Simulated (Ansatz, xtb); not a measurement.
H3Si3: where a starting geometry ends

The starting geometry of this gas-phase doublet has its atoms placed at random.

```xyz
6

Si   -0.1750    0.1363    0.1718
Si    1.1562   -0.1879   -1.2158
Si    1.3976    0.5385    1.2929
H     0.2944   -1.7718   -0.7847
H     0.2109    0.7668    1.4140
H     0.6456   -1.2649    0.1599
```

Question: One run relaxed it with r2SCAN-D4/def2-SVP. What is a likely outcome?

Answer: It ends as a structure with H5 bridging Si3 and Si1, H6 bridging Si1 and Si3, given below by its coordinates. Distances that change by over a tenth: Si1–Si2 (1.95 → 2.36 Å), Si1–Si3 (1.97 → 2.56 Å), Si1–H5 (1.45 → 1.71 Å), Si2–H6 (1.82 → 2.78 Å), Si3–H5 (1.21 → 1.71 Å). Contacts that close: Si2–Si3 (2.62 → 2.36 Å), Si2–H4 (1.85 → 1.50 Å), Si3–H6 (2.26 → 1.72 Å).

The energy falls by 6.73 eV over 14 steps:

| step | E − E(last) (eV) |
| --- | --- |
| 1 | 6.725 |
| 2 | 3.156 |
| 4 | 1.150 |
| 5 | 0.754 |
| 7 | 0.328 |
| 8 | 0.197 |
| 10 | 0.022 |
| 11 | 0.013 |
| 13 | 0.000 |
| 14 | 0.000 |

Final geometry (Å):

| atom | x (Å) | y (Å) | z (Å) |
| --- | --- | --- | --- |
| Si | -0.7866 | 0.0298 | 0.4027 |
| Si | 0.9397 | -0.3435 | -1.1564 |
| Si | 1.6834 | -0.0330 | 1.0571 |
| H | 1.0783 | -1.6815 | -1.8114 |
| H | 0.3869 | 1.0856 | 1.0663 |
| H | 0.2280 | -0.8403 | 1.4799 |

From the same start GFN2-xTB ends elsewhere, differing in Si1–Si3 (4.33 against 2.56 Å here), Si1–H5 (4.78 against 1.71 Å here), Si1–H6 (5.50 against 1.72 Å here).

From so rough a start the end depends on the optimiser's path, so another program may land elsewhere. The end wasn't checked by frequencies. Open shells are spin-unrestricted. Run with Ansatz 0.2.0, 100 s on 1 thread of Intel(R) Xeon(R) Platinum 8259CL CPU @ 2.50GHz (Skylake/Cascade Lake), with other jobs on the host.
